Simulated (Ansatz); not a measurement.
Born–Oppenheimer molecular dynamics of BClH$_{4}$O (7 atoms, charge 0, multiplicity 1). It starts at the highest image of a converged band. Of that band: Neighbouring images differ by up to 1.3 eV, so the band resolves the path poorly. A vibrational analysis at the climbing image gives one clearly imaginary mode, 1371i cm⁻¹: a first-order saddle point.

Computed with RKS PBE0-D4/def2-SVP (Ansatz).

* ensemble: NVE (velocity Verlet)
* time step: 0.5 fs
* steps asked: 200
* starting velocities drawn for: 300 K
* seed: 10598

First frame:

```xyz
7
Properties=species:S:1:pos:R:3
B -0.062 0.236 0.129
O -0.062 -0.125 1.629
H -0.973 -0.330 1.885
H 0.961 -0.051 -0.432
Cl -1.621 -0.138 -0.684
H -0.015 1.582 0.344
H -0.057 1.089 1.249
```

**Question.** How far do the bonds stretch over the last three quarters of this one trajectory? (Pairs bonded in most of those frames.)

**Answer.** 
| bond | mean (Å) | spread (Å) | shortest | longest |
| --- | --- | --- | --- | --- |
| B1–O2 | 1.350 | 0.062 | 1.26 | 1.45 |
| B1–H4 | 1.213 | 0.053 | 1.12 | 1.31 |
| B1–Cl5 | 1.775 | 0.038 | 1.71 | 1.83 |
| O2–H3 | 0.971 | 0.033 | 0.92 | 1.02 |
| H6–H7 | 0.765 | 0.019 | 0.74 | 0.79 |

Mean temperature of the second half: 2468 K. The conserved energy stayed within 0.38 meV per atom of its start (net change -0.056 meV per atom), so the integration is sound. The kinetic energy rose, since the run started high on the potential surface and went downhill. It ends in pieces (BClH2O + H2), so much of that is their flight and rotation, not heat. A run of 0.1 ps of so small a system gives no equilibrium averages. The orbitals stay closed-shell, which can raise the energy where a bond breaks towards radicals; this wasn't checked here.

Time of the run: 4.8 min on 1 thread of AMD EPYC 7R43 64-Core Processor (Zen 3) (shared host), peak memory 0.14 GiB.
